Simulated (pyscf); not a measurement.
**Four-centre exchange: HCl + [HAl–Cl]• → [Cl–Al–Cl]• + H₂**

Gas phase, doublet surface, charge 0. Bonds broken: Cl1–H4, Al2–H5. Bonds formed: Cl1–Al2, H4–H5. PySCF, gas phase, ωB97X-D3(BJ)/def2-SVP geometries.

Transition state (Å):

```xyz
5

Cl    -1.2098     0.9374     0.1660
Al     1.0602     0.8451    -0.8035
Cl     2.3626     0.3505     0.7892
H     -0.7061    -0.0787    -0.6982
H      0.2586    -0.4852    -1.4296
```

One imaginary mode, 789i cm⁻¹; descent along it reached the two sides named, in the forms told below.

```tsv
bond	change	reactant side (Å)	saddle	product side
Cl1–H4	breaks	1.293	1.426	3.1
Al2–H5	breaks	1.603	1.675	2.595
Cl1–Al2	forms	2.9	2.470	2.111
H4–H5	forms	3.7	1.277	0.762
```

Electronic energies relative to the separated reactants (eV):

| level | barrier | reaction energy | reverse barrier |
|---|---|---|---|
| ωB97X-D3(BJ)/def2-TZVP | -0.06 | -1.61 | 1.55 |
| PBE/def2-TZVP | -0.25 | -1.49 | 1.24 |
| r²SCAN/def2-TZVP | -0.26 | -1.60 | 1.34 |
| B3LYP-D3(BJ)/def2-TZVP | -0.06 | -1.53 | 1.47 |
| PBE0-D3(BJ)/def2-TZVP | -0.19 | -1.51 | 1.31 |
| M06-2X/def2-TZVP | -0.08 | -1.65 | 1.57 |
| ωB97M-D3(BJ)/def2-TZVP | 0.00 | -1.50 | 1.50 |
| HF/def2-TZVP | 0.58 | -1.42 | 2.00 |

With ωB97M-D3(BJ)/def2-TZVP energies and thermal terms (ideal gas, 1 atm, RRHO with modes under 100 cm⁻¹ raised to 100, one conformer, R ln 2 for chiral ones without a mode under 150 cm⁻¹), in eV:

| T (K) | ΔH‡ | ΔG‡ | ΔH | ΔG |
|---|---|---|---|---|
| 298 | -0.01 | 0.41 | -1.50 | -1.43 |
| 600 | -0.02 | 0.85 | -1.48 | -1.36 |
| 900 | -0.01 | 1.28 | -1.47 | -1.30 |
| 1200 | 0.01 | 1.71 | -1.46 | -1.25 |

On the reactant side the descent ends in a complex, 0.32 eV under the separated species and 0.26 eV under the saddle at ωB97X-D3(BJ)/def2-TZVP. At ωB97X-D3(BJ)/def2-TZVP, PBE, r²SCAN, B3LYP-D3(BJ), PBE0-D3(BJ), M06-2X the saddle lies under the separated reactants, which points to a path from their complex (located at ωB97X-D3(BJ) alone). This is the saddle that the search found; another between the same sides may lie lower.
